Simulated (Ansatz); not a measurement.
**SiF4, singlet: reading a ladder of total energies**

Geometry: MP2(full)/6-31G*, from the G2/97 set.

```json
{"atom": "Si", "x (Å)": "0.0000", "y (Å)": "0.0000", "z (Å)": "0.0000"}
{"atom": "F", "x (Å)": "0.9128", "y (Å)": "0.9128", "z (Å)": "0.9128"}
{"atom": "F", "x (Å)": "-0.9128", "y (Å)": "-0.9128", "z (Å)": "0.9128"}
{"atom": "F", "x (Å)": "-0.9128", "y (Å)": "0.9128", "z (Å)": "-0.9128"}
{"atom": "F", "x (Å)": "0.9128", "y (Å)": "-0.9128", "z (Å)": "-0.9128"}
```

Basis cc-pV(D+d)Z; Ansatz 0.2.0. Correlated methods freeze the noble-gas cores, which leaves 32 electrons in 70 orbitals. Prefix R: restricted or restricted open-shell reference.

Full CI isn't at hand for all of this; RCCSDT(Q) serves as the reference, and is uncertain by about the last step of the cluster series.

Runs differ by some tens of microhartree through their thresholds, so steps under 0.03 kcal/mol mean nothing.

```json
{"level": "RHF", "total energy (hartree)": "-686.961770"}
{"level": "RMP2", "total energy (hartree)": "-687.800332"}
{"level": "RCCSD", "total energy (hartree)": "-687.804895"}
{"level": "RCCSD(T)", "total energy (hartree)": "-687.817836"}
{"level": "RCCSDT", "total energy (hartree)": "-687.818282"}
{"level": "RCCSDT(Q)", "total energy (hartree)": "-687.820294"}
```

Problem. What is the correlation energy at RCCSDT(Q), and what share of it do RMP2 and RCCSDT recover?

Solution. E(corr) = -687.820294 − (-686.961770) = -0.858524 hartree = -23.362 eV. RMP2: -0.838562 / -0.858524 = 97.67 %. RCCSDT: -0.856512 / -0.858524 = 99.77 %.

Problem. By how many kcal/mol does RCCSD(T) miss RCCSDT(Q) (1 hartree = 627.509 kcal/mol), and which steps make up the rest?

Solution. -687.817836 − (-687.820294) = 0.002458 hartree = 1.54 kcal/mol. Steps: RCCSDT − RCCSD(T) = -0.28, RCCSDT(Q) − RCCSDT = -1.26 kcal/mol. Differences between like states or geometries often cancel part of this.
